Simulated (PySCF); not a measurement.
**BeH₄S, a complex of two parts: interaction energy**

Computed with PySCF 2.14.0; each step states its level. No surroundings beyond the atoms listed, unless a continuum is named. Atoms count from 0, parts from 1.

### Step 1. The system as given

6 atoms, charge 0, multiplicity 1; geometry: GFN2-xTB. Parts: 1 = atoms 0–2, `[BeH2]`, charge 0; 2 = atoms 3–5, `S`, charge 0.

### Step 2. Optimising the geometry at PBE0-D3(BJ)/def2-SVPD

Job settings and geometry (Å):

```
{"job": {"xc": "PBE0", "basis": "def2-SVPD", "d3": "d3bj", "grid": 2, "kind": "geom", "shake": 0.01}, "charge": 0, "multiplicity": 1, "parts": [{"atoms": "0-2", "charge": 0, "multiplicity": 1}, {"atoms": "3-5", "charge": 0, "multiplicity": 1}]}
Be     0.151153    -0.513736    -0.288177
H     -0.921411    -0.501737     0.477100
H      1.223631     0.163393    -0.454247
S      0.107252    -2.179163    -1.662779
H      1.270364    -2.627374    -1.321426
H     -0.549321    -3.037849    -0.867364
```

Started as:

```bash
> OMP_NUM_THREADS=1 python cluster_run.py task.json out
```

One launch serves the whole session: the jobs run in the order shown.

**Question.** How long does this first job take on 1 thread of Arm Neoverse V2, shared host, and how much memory does it need?

About 10 s, with a peak of 0.35 GiB.
